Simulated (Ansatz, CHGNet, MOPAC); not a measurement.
Ladder of methods for the TO phonon frequency at L of diamond-structure Ge

Reference value: 290 cm⁻¹ (measured, temperature not stated, no zero-point or thermal correction, sources range from 285 to 290; as tabulated in Yang et al. (2021), arXiv:2106.07201).

| level (code) | value (cm⁻¹) | cell (Å³/atom) |
|---|---|---|
| PM6 semi-empirical Hartree-Fock (MOPAC) (MOPAC) | 319 | 22.47 |
| CHGNet 0.3.0 (CHGNet) | [?] | 23.87 |
| LDA (Ansatz) | 281 | 22.21 |
| PBE (Ansatz) | 264 | 23.89 |
| PBE-D3(BJ) (Ansatz) | [?] | 23.14 |
| r²SCAN (Ansatz) | 282 | 22.84 |

**Question.** Complete the blanks.

**Answer.** 
- CHGNet 0.3.0 (CHGNet), value (cm⁻¹): 154
- PBE-D3(BJ) (Ansatz, an electronic-structure program), value (cm⁻¹): 276

Differences against the reference: PM6 semi-empirical Hartree-Fock (MOPAC) +10.0 %, CHGNet 0.3.0 -47 %, LDA -3.1 %, PBE -9.0 %, PBE-D3(BJ) -4.8 %, r²SCAN -2.8 %.

Nearest, and too close to rank with a margin of 3.0 % (twice that across the reference) picked here for doubts on the reference and the settings, and for temperature and zero-point motion: r²SCAN (-2.8 %), LDA (-3.1 %), PBE-D3(BJ) (-4.8 %). Farthest off: CHGNet 0.3.0 (-47 %). Within 5 %: LDA, PBE-D3(BJ), r²SCAN.

The measured value isn't corrected to a static lattice, so vibrations enter the comparison.  PM6 semi-empirical Hartree-Fock (MOPAC): the method was fitted mainly to molecules. PM6 semi-empirical Hartree-Fock (MOPAC): the run uses a supercell at the zone centre in place of a k mesh. LDA, PBE, PBE-D3(BJ): the solid has no gap at this level, which affects its response. PBE-D3(BJ): the dispersion coefficients are held fixed in the derivatives. Each level is taken at its own relaxed cell. Cutoffs and k meshes differ between the levels. Ansatz's density-functional and Hartree–Fock values are scalar-relativistic unless marked +SOC, with PAW data made under PBE.

Machine-learned potentials (CHGNet 0.3.0) are trained on DFT data, which may include these solids.

Differences are worked out from the printed values.
